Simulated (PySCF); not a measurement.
Work out the structure from these simulated measurements.

Formula: C4H7N2; charge +1.

| Item | Value |
| --- | --- |
| Couplings | largest of the computed one-bond spin–spin couplings (means over like bonds): 13C–1H +228.7, 13C–1H +215.5, 13C–1H +214.6, 13C–1H +150.1 (×3), 15N–1H -110.1, 13C–13C +77.1, 15N–13C -21.6, 15N–13C -20.6 Hz [B3LYP/pcJ-1, spin–dipole term left out for some pairs] |
| 1H NMR | chemical shifts (computed TMS as zero) by class: 9.68 (1 H), 7.99 (1 H), 7.81 (1 H), 7.76 (1 H), 4.37 (3 H) ppm [GIAO PBE0/pcSseg-1] |
| UV, strongest line | among the 8 lowest singlet transitions: S5 at 8.22 eV (151 nm, f = 0.528) [TDDFT B3LYP/def2-SVPD] |
| Rotational structure | rotational constants A, B, C: 9.064, 3.572, 2.604 GHz [GFN2-xTB] |
| 13C NMR | chemical shifts (computed TMS as zero) by class: 138.1 (1 C), 131.7 (1 C), 129.4 (1 C), 36.8 (1 C) ppm [GIAO PBE0/pcSseg-1] |
| XPS | C1s 296.7, C1s 296.9, C1s 297.1, C1s 298.0, N1s 412.7, N1s 412.7 eV [ΔSCF SCAN, pcX-2 on the ionised atom, pcseg-1 elsewhere, spin-free X2C] |
| NMR, other nuclei | isotropic shieldings of nuclei other than C and H, by class: 58 (1 N), 77 (1 N) ppm [GIAO PBE0/pcSseg-1] |
| UV, first state | lowest singlet excitation: 6.30 eV (197 nm, f = 0.127) [TDDFT B3LYP/def2-SVPD] |

Gas-phase values; electronic properties from PySCF, density fitting. Levels stand in brackets. Geometry: GFN2-xTB; no solvent, vibrations or thermal averaging. NMR classes are plain means over equivalent atoms (diastereotopic ones count apart unless rotation or inversion swaps them), as if these changed places fast.

Question: Propose a structure and show how it fits.

Answer: Numbering: `[CH3:1][n+:2]1[cH:3][cH:4][nH:5][cH:6]1`. 4 carbons fall into 4 classes; from least to most shielded: aromatic CH next to a ring nitrogen [C6] (138.1 ppm), aromatic CH next to a ring nitrogen [C3] (131.7 ppm), aromatic CH next to a ring nitrogen [C4] (129.4 ppm), N-methyl carbon [C1] (36.8 ppm). Hydrogen classes from least to most shielded: 1 H on a ring nitrogen, N5 (9.68 ppm), 1 H on an aromatic CH next to a ring nitrogen, C6 (7.99 ppm), 1 H on an aromatic CH next to a ring nitrogen, C4 (7.81 ppm), 1 H on an aromatic CH next to a ring nitrogen, C3 (7.76 ppm), 3 H on an N-methyl carbon, C1 (4.37 ppm). The other shieldings belong to: 58 ppm, three-coordinate ring nitrogen [N2]; 77 ppm, ring nitrogen [N5]. The couplings run between: +228.7 Hz, aromatic CH next to a ring nitrogen [C6] and its hydrogen; +215.5 Hz, aromatic CH next to a ring nitrogen [C4] and its hydrogen; +214.6 Hz, aromatic CH next to a ring nitrogen [C3] and its hydrogen; +150.1 Hz, N-methyl carbon [C1] and its hydrogen (with 2 like pairs); -110.1 Hz, ring nitrogen [N5] and its hydrogen; +77.1 Hz, aromatic CH next to a ring nitrogen [C3] and aromatic CH next to a ring nitrogen [C4]; -21.6 Hz, three-coordinate ring nitrogen [N2] and aromatic CH next to a ring nitrogen [C6]; -20.6 Hz, ring nitrogen [N5] and aromatic CH next to a ring nitrogen [C6]. The core levels belong to: C1s 296.7 eV, aromatic CH next to a ring nitrogen [C3]; C1s 296.9 eV, aromatic CH next to a ring nitrogen [C4]; C1s 297.1 eV, N-methyl carbon [C1]; C1s 298.0 eV, aromatic CH next to a ring nitrogen [C6]; N1s 412.7 eV, ring nitrogen [N5]; N1s 412.7 eV, three-coordinate ring nitrogen [N2]. S1 is mainly HOMO→LUMO (weight 0.94); the largest Löwdin shares of the orbital it empties are 0.28 on an aromatic CH next to a ring nitrogen, 0.27 on an aromatic CH next to a ring nitrogen, 0.20 on an aromatic CH next to a ring nitrogen and 0.09 on the three-coordinate ring nitrogen, of the orbital it fills 0.35 on an aromatic CH next to a ring nitrogen, 0.22 on the three-coordinate ring nitrogen, 0.20 on the ring nitrogen and 0.07 on an aromatic hydrogen. The optimised geometry has point group Cs and is an asymmetric top. Structure: `C[N+]1=CNC=C1`. The assignments are read from this structure; whether some other isomer fits the data as well wasn't checked.
